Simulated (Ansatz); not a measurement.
**Solid iodine**

These are PBEsol in Ansatz (PAW) values and carry that method's errors.

Run with plane-wave cutoff 520 eV, 8×8×4 k mesh (along the axes of the cell as run), Fermi–Dirac smearing 0.01 eV, scalar-relativistic PAW data made under PBE.

Cell (relaxed at this level):

Space group Cmce (No. 64); a = 7.509 Å, b = 4.384 Å, c = 9.640 Å, α = β = γ = 90.00°

```
atom  site  symmetry       x       y       z
----  ----  --------  ------  ------  ------
I       8f       m..  0.0000  0.1731  0.1228
```
(The calculation used a cell of 4 atoms; values per cell refer to that cell.)

* **bulk modulus B0**: 8.52 GPa
* **band gap**: 0.78 eV
* **smallest direct gap on the k points sampled**: 1.06 eV
* **Γ–Γ gap**: 1.08 eV

Note: the cell comes from a level without a dispersion term, which matters for the spacing of layers, chains or molecules; the bulk modulus comes from volumes at which shape and atoms were relaxed.

Spin–orbit coupling is not included; with these elements it can move the gap by several tenths of an eV or more.

It cost very roughly 16 core-minutes of CPU time.

Ansatz is a program for electronic structure.
